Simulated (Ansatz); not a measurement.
hcp Y was calculated with PBEsol (PAW; Ansatz, an electronic-structure program).

Numerical settings: plane-wave cutoff 520 eV, 24×24×12 k mesh (along the axes of the cell as run), Fermi–Dirac smearing 0.027 eV (set by the program), scalar-relativistic PAW data made under PBE.

Cell (relaxed at this level):

```cif
data_Y2
_chemical_formula_sum 'Y2'
_space_group_name_H-M_alt 'P63/mmc'
_space_group_IT_number 194
_space_group_name_Hall '-P 6c 2c'
_cell_length_a 3.59776
_cell_length_b 3.59776
_cell_length_c 5.58985
_cell_angle_alpha 90.000
_cell_angle_beta 90.000
_cell_angle_gamma 120.000
loop_
_atom_site_label
_atom_site_type_symbol
_atom_site_symmetry_multiplicity
_atom_site_Wyckoff_symbol
_atom_site_fract_x
_atom_site_fract_y
_atom_site_fract_z
_atom_site_occupancy
Y1 Y 2 c 0.33333 0.66667 0.25000 1
```

**Question.** Give the computed elastic constant C13, elastic constant C12, Voigt–Reuss–Hill bulk modulus, elastic constant C11, elastic constant C33, elastic constant C44 and elastic constant C66.

**Answer.** 
elastic constant C13: 23.4 GPa
elastic constant C12: 24.6 GPa
Voigt–Reuss–Hill bulk modulus: 42.5 GPa
elastic constant C11: 77.5 GPa
elastic constant C33: 85.2 GPa
elastic constant C44: 26.4 GPa
elastic constant C66: 26.5 GPa

Measured, for comparison: elastic constant C13 19 ± 4 GPa, elastic constant C12 29.1 ± 0.3 GPa, elastic constant C11 83.4 ± 0.2 GPa, elastic constant C33 80.1 ± 0.2 GPa, elastic constant C44 26.9 ± 0.06 GPa (0 K, extrapolated to 0 K; as tabulated in Elastic Constants of Yttrium Single Crystals in the Temperature Range 4.2-400 K). Computed (rounded) less measured: elastic constant C13 +23 %, elastic constant C12 -15 %, elastic constant C11 -7 %, elastic constant C33 +6 %, elastic constant C44 -2 %.

Elastic constants are with the ions relaxed.

Computed values are for the static lattice.

Computing time: very roughly 25 core-minutes.
